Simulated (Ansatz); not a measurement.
# H$_{2}$Si–BH$_{2}$⁺, triplet: reading a ladder of total energies

Geometry: that of the H2Si–BH2, doublet, kept fixed. The singlet lies 2.6 eV lower here.

```yaml
atoms:
  - { symbol: Si, position_ang: [0.0000, 0.0000, 0.5624] }
  - { symbol: B, position_ang: [0.0000, 0.0000, -1.3599] }
  - { symbol: H, position_ang: [0.0000, 1.2187, 1.4093] }
  - { symbol: H, position_ang: [0.0000, -1.2187, 1.4093] }
  - { symbol: H, position_ang: [0.0000, 1.0370, -1.9521] }
  - { symbol: H, position_ang: [0.0000, -1.0370, -1.9521] }
```

Basis cc-pVDZ; Ansatz 0.2.0. Only valence electrons are correlated (noble-gas cores frozen), which leaves 10 electrons in 46 orbitals. Prefix R: restricted or restricted open-shell reference; prefix U: unrestricted.

Full CI isn't at hand for all of this; UCCSDT(Q) serves as the reference, and is uncertain by about the last step of the cluster series.

Runs differ by some tens of microhartree through their thresholds and, for an open shell, their frozen cores, so steps under 0.03 kcal/mol mean nothing.

| level | total energy (hartree) |
| --- | --- |
| UHF | -315.493851 |
| UMP2 | -315.644494 |
| UCCSD | -315.686878 |
| UCCSD(T) | -315.692062 |
| UCCSDT | -315.693574 |
| UCCSDT(Q) | -315.693775 |

Question: What is the correlation energy at UCCSDT(Q), and what share of it do UMP2 and UCCSD(T) recover?

Answer: E(corr) = -315.693775 − (-315.493851) = -0.199924 hartree = -5.440 eV. UMP2: -0.150643 / -0.199924 = 75.35 %. UCCSD(T): -0.198211 / -0.199924 = 99.14 %.

Question: By how many kcal/mol does UCCSD(T) miss UCCSDT(Q) (1 hartree = 627.509 kcal/mol), and which steps make up the rest?

Answer: -315.692062 − (-315.693775) = 0.001713 hartree = 1.07 kcal/mol. Steps: UCCSDT − UCCSD(T) = -0.95, UCCSDT(Q) − UCCSDT = -0.13 kcal/mol. Differences between like states or geometries often cancel part of this.
